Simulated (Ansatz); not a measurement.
**Question.** Name a neutral molecule of C, O and H with LUMO energy (PBE/def2-TZVPP) between -2.35 and -2.05 eV and LUMO energy (PBE0/def2-TZVPP) between -1.00 and -0.70 eV (Ansatz, PBE0-D4/def2-TZVP geometry).

**Answer.** `O=C1CC1` (-2.07 eV, -0.93 eV). Other molecules can fit too; these were computed, each in one conformer that needn't be the lowest.
